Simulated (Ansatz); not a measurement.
**SiS (singlet): the correlation ladder, cc-pVTZ**

An exercise on one series of results from a longer session: the logs are not shown, and one member is left open.

Program: Ansatz 0.2.0, Gaussian basis. Level of theory: cc-pVTZ, core rule «outside noble gas», up to 10 orbitals frozen. These are calculated values, not measurements.

To be run: UHF; CCSD(T) on RHF; BCCD(T) on RHF; CISD; CCSDT(Q) on RHF; CASSCF and MRCISD+Q, 10 electrons in 8 orbitals; CASSCF and NEVPT2, 10 electrons in 8 orbitals.

11 further runs of the same task are left out: 5 that didn't finish, 6 set aside as unsound or not needed.

### The geometry

The geometry is a PBE0/def2-TZVP stationary point (not a proven minimum).

2 atoms, charge 0, spin multiplicity 1.

Atoms are counted from 1 here; the program's logs count them from 0.

Bond lengths: Si1–S2 1.930 Å.

Set-up of the first run:

Input file in.yaml:

```yaml
crystal:
  periodic: [false, false, false]
  atoms:
    - {symbol: Si, position_ang: [0.000000, 0.000000, 0.000000]}
    - {symbol: S, position_ang: [0.000000, 0.000000, 1.930000]}
basis:
  gaussian: {orbitals: cc-pVTZ}
magnetization: {spin_polarized: true, initial_magnetization: 0}
hamiltonian: {xc: hf}
output: {orbitals: {seedname: orbitals}}
```

Launch:

```console
$ ansatz run in.yaml --threads 1 --pin off --events-out ev --progress --plain --max-ram 2393MiB
```

Steps of the session up to this table: UHF; CCSD(T) on RHF; BCCD(T) on RHF; CISD; CCSDT(Q) on RHF; CASSCF and MRCISD+Q, 10 electrons in 8 orbitals; CASSCF and NEVPT2, 10 electrons in 8 orbitals.

One of the session's tables, all rows but one given; the rest of the session is left out.

It belongs to the step «Misses and costs». 

```
          method  from RCCSDT(Q) (kcal/mol)
             RHF                    +188.88
            RMP2                     +26.11
            CISD                     +28.58
           RCCSD                     +12.53
        RCCSD(T)                      +1.50
         BCCD(T)                      +1.48
          RCCSDT                      +0.95
       RCCSDT(Q)                          0
  CASSCF valence                          ?
  NEVPT2 valence                     +33.84
  MRCISD valence                     +15.77
MRCISD+Q valence                      +2.61
```

Estimate the missing values for CASSCF valence.

As computed: from RCCSDT(Q) (kcal/mol): +143.99. In the column «from RCCSDT(Q) (kcal/mol)» it lies between NEVPT2 valence (+33.84) and RHF (+188.88).

With the free atoms at the same levels and basis (separate runs), the atomisation energy is 5.968 eV at RCCSDT(Q), 5.949 eV at RCCSD(T), 3.831 eV at RHF.
